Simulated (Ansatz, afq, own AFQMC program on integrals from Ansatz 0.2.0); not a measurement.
# CH$_{2}$O⁺, doublet: AFQMC among the cluster methods

```yaml
atoms:
  - { symbol: C, position_ang: [0.0010, 0.0008, 0.0012] }
  - { symbol: O, position_ang: [0.6965, 0.5477, 0.8062] }
  - { symbol: H, position_ang: [-0.5500, 0.5605, -0.7970] }
  - { symbol: H, position_ang: [-0.1476, -1.1091, -0.0103] }
```

Connectivity, by distances: CH2–O.

Basis def2-TZVP. Only valence electrons are correlated. Integrals, coupled cluster, full CI and functionals: Ansatz 0.2.0; the random walks run on the same integrals in our own AFQMC program. ph-AFQMC/CISD is guided by a CISD state made of CCSD amplitudes; releasing the constraint for a short imaginary time cuts its bias at the price of noise, slowly where states lie close. Uncertainties: one standard error, sampling alone.

Determinant: UHF, the one that the program's search chose, which needn't be the lowest solution. The geometry is a PBE0/def2-SVP stationary point of this or a neighbouring charge and spin state.

No full CI on the walks' own integrals is used here; CCSDT(Q) serves as the reference and is uncertain by about the last step of the cluster series.

```
T1 diagnostic                               : 0.0397
weight of the determinant in the CISD state : 0.868
⟨S²⟩ of the determinant                     : 0.787
size of the correlated space                : 11 electrons in 72 orbitals
```

```json
{"level": "MP2", "correlation energy (eV)": "-8.7812"}
{"level": "CCSD", "correlation energy (eV)": "-9.5913"}
{"level": "CCSD(T)", "correlation energy (eV)": "-9.9665"}
```

Q: Estimate where AFQMC with the constraint released lies against CCSD(T) on the same integrals.

A: 1.09 ± 0.20 kcal/mol below CCSD(T).

Reference: CCSDT(Q), correlation energy -10.022 eV. The released energy is read at 2.40 1/Eh (meV from the phaseless value at times in 1/Eh: -7 ± 5 at 0.24, -4 ± 4 at 0.51, -6 ± 3 at 0.99, -7 ± 8 at 1.62, -5 ± 8 at 2.40).

```csv
level,E − E(reference) (kcal/mol),share of correlation (%)
CCSD(T),1.29,99.44
CCSDT,0.57,99.75
ph-AFQMC/CISD,0.30 ± 0.12,99.87
released AFQMC,0.19 ± 0.20,99.92
```

A walk keeps the symmetry of its determinant, which the program's search chose and which needn't be the lowest solution, so a lower state of the same spin and another symmetry isn't excluded. Released energies are given only where the last usable release times agree within the noise; a slower fall can still hide under it.
